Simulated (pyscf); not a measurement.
Single points on ωB97X-D3(BJ)/def2-SVP structures (PySCF, gas phase).

Q: Estimate the classical barrier height and the reaction energy of H₂Se (SMILES [SeH2]) + Cl–Ti(Cl)(Cl)–Cl (SMILES [Cl][Ti]([Cl])([Cl])[Cl]) → Cl–Ti(Cl)(Cl)–SeH (SMILES [Cl][Ti]([Cl])([Cl])[SeH]) + HCl (SMILES Cl) at ωB97M-D3(BJ)/def2-TZVP. The step runs on the singlet surface, breaks H–Se, Cl–Ti and forms Se–Ti, Cl–H; take the separated reactants as zero.

A: ΔE‡ = 23.5 kcal/mol, ΔE = +12.2 kcal/mol. Zero-point energy shifts the barrier by -0.8 kcal/mol. It is a four-centre exchange, with an imaginary mode of 646i cm⁻¹. On the reactant side the descent ends in an adduct with a Se–Ti contact, 8.7 kcal/mol under the separated species and 24.9 kcal/mol under the saddle at ωB97X-D3(BJ)/def2-TZVP. What is counted as formed (Se–Ti) is already present as a longer contact in the reactant adduct; forming that adduct is a step of its own. At ωB97X-D3(BJ)/def2-TZVP the barrier from the zero used here is 16.2 kcal/mol. This is the saddle that the search found; another between the same sides may lie lower. Elements up to Kr have no core potential and no relativistic terms here.
